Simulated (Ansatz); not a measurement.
# C2H3F3: up Jacob's ladder to CCSD(T)

The task here is to estimate one member of a computed series from the others.

Method: functionals in def2-TZVPP, the program's frozen cores in correlated methods; program: Ansatz 0.2.0, Gaussian basis.

The runs, in order: PBE-D4, r2SCAN-D4, PBE0-D4, B3LYP-D4, ωB97X-V, ωB97M-V, B2PLYP; CCSD(T)/def2-TZVPP; CCSD(T)/def2-QZVPP; extrapolation to the limit.

## The geometry

The geometry comes from an earlier relaxation with PBE0-D4 in a triple-zeta def2 set; it is a stationary point, not always the lowest conformer.

SMILES `FCC(F)F`, 8 atoms, charge 0, spin multiplicity 1.

Atoms are counted from 1 here; the program's logs count them from 0.

Bond lengths: F1–C2 1.367 Å, C2–C3 1.507 Å, C2–H6 1.094 Å, C2–H7 1.094 Å, C3–F4 1.353 Å, C3–F5 1.353 Å, C3–H8 1.097 Å. Angles: F1–C2–C3 110.8°, F1–C2–H6 109.2°, F1–C2–H7 109.2°, C3–C2–H6 109.0°, C3–C2–H7 109.0°, H6–C2–H7 109.7°, C2–C3–F4 110.7°, C2–C3–F5 110.7°, C2–C3–H8 110.9°, F4–C3–F5 107.7°, F4–C3–H8 108.4°, F5–C3–H8 108.4°.

The first run:

Contents of in.yaml:

```yaml
crystal:
  periodic: [false, false, false]
  atoms:
    - {symbol: F, position_ang: [-0.612053, 1.638561, 0.031690]}
    - {symbol: C, position_ang: [0.350101, 0.674416, 0.150849]}
    - {symbol: C, position_ang: [-0.224895, -0.691417, -0.123987]}
    - {symbol: F, position_ang: [-0.738959, -0.749963, -1.373791]}
    - {symbol: F, position_ang: [-1.223315, -0.972280, 0.744337]}
    - {symbol: H, position_ang: [0.753506, 0.693059, 1.167787]}
    - {symbol: H, position_ang: [1.150740, 0.875015, -0.567471]}
    - {symbol: H, position_ang: [0.544874, -1.467380, -0.029404]}
basis:
  gaussian: {orbitals: def2-TZVPP}
hamiltonian: {xc: pbe, dispersion: d4}
output: {forces: true, orbitals: {seedname: orbitals}}
```

The run is started by

```bash
ansatz run in.yaml --threads 2 --pin off --events-out ev --progress --plain --max-ram 32768MiB --backend cpu
```

Among the steps run: PBE-D4 (GGA); r2SCAN-D4 (meta-GGA); PBE0-D4 (hybrid); B3LYP-D4 (hybrid); ωB97X-V (range-separated); ωB97M-V (range-separated); B2PLYP (double hybrid); CCSD(T) in def2-TZVPP; CCSD(T) in def2-QZVPP.

One table of the session follows, with a row left open; its other results are not shown here.

It belongs to the step «Atomisation energies». 

| method | atomisation energy (kcal/mol) |
| --- | --- |
| PBE-D4 | ? |
| r2SCAN-D4 | 743.3 |
| PBE0-D4 | 743.4 |
| B3LYP-D4 | 737.3 |
| ωB97X-V | 742.4 |
| ωB97M-V | 742.5 |
| B2PLYP | 732.5 |
| HF/def2-TZVPP | 524.0 |
| MP2/def2-TZVPP | 744.2 |
| CCSD/def2-TZVPP | 708.0 |
| CCSD(T)/def2-TZVPP | 720.7 |
| MP2/CBS | 763.5 |
| CCSD(T)/CBS | 739.6 |

Estimate the missing values for PBE-D4.

**Answer.** atomisation energy (kcal/mol): 767.0. In the column «atomisation energy (kcal/mol)» it is the highest.

To keep in mind: Free atoms (3 F, 2 C, 3 H) were run apart at each level; the atomisation energy is their sum less the molecule, without zero-point or spin-orbit terms.
